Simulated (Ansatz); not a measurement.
Cost and result for the atomization energy of H$_{4}$SSi$_{2}$ (`[SiH2]1[SiH2]S1`) (7 atoms, 7 bonds).

Total charge 0; spin multiplicity 1. The geometry is a stationary point of PBE0-D4/def2-TZVP. Program: Ansatz. All runs use 2 threads of an Intel Xeon 6975P-C on a shared host. Times are those of one run each, without the atoms' runs, and a repeat can differ threefold. Electronic energies, without spin–orbit coupling; frozen cores. CCSD(T)/CBS adds CCSD(T) − MP2 in def2-TZVPP to the MP2 limit, and its time is that of the two runs behind it. T1 = 0.014. HSE06 is the plane-wave form, built on full-range PBE exchange.

CCSD(T)/CBS is a level of theory with its own doubt, some kJ/mol a heavy atom from the limit and from the frozen cores, so smaller differences don't rank the functionals.

```csv
level,functions,wall time,atomization (kJ/mol),difference from CCSD(T)/CBS,per bond
CCSD(T)/def2-SVP,74,0.7 s,1874.7,-190.9,-27.3
BLYP-D4/def2-TZVPP,182,1 s,2021.5,-44.1,-6.3
BHLYP-D4/def2-TZVPP,182,1.4 s,2018.3,-47.3,-6.7
HSE06-D4/def2-TZVPP,182,1.6 s,2049.9,-15.7,-2.2
r2SCAN-D4/def2-TZVPP (with forces),182,2 s,2076.3,10.7,1.5
r2SCANh-D4/def2-TZVPP,182,2.2 s,2067.3,1.7,0.3
B2PLYP/def2-TZVPP,182,2.4 s,2017.6,-48.0,-6.9
PBE-QIDH/def2-TZVPP,182,2.4 s,2042.8,-22.8,-3.3
B97M-V/def2-TZVPP,182,3.5 s,2103.1,37.5,5.4
ωB97X-V/def2-TZVPP,182,3.5 s,2089.8,24.2,3.5
MP2/def2-QZVPP,330,7.5 s,2040.6,-25.0,-3.6
CCSD(T)/def2-TZVPP,182,9.5 s,1995.4,-70.2,-10.0
CCSD(T)/CBS(def2),–,17 s,2065.6,0.0,0.0
```

From PBE to PBE0 (25 % exact exchange), in def2-TZVPP and without D4, the atomization energy moves by −7.0 kJ/mol: exact exchange takes away binding that semilocal exchange gives to molecules. In def2-TZVPP, CCSD(T) changes the Hartree–Fock value by +486.5 kJ/mol (the triples alone add +31.7 kJ/mol) and MP2 by +490.3 kJ/mol; breaking electron pairs costs correlation energy, which Hartree–Fock lacks. Leaving LDA and LC-ωPBE aside and taking each functional with its dispersion term where it has one, the values spread over 85.5 kJ/mol, from B2PLYP to B97M-V. LDA lies +265.2 kJ/mol from PBE without D4, its usual overbinding.
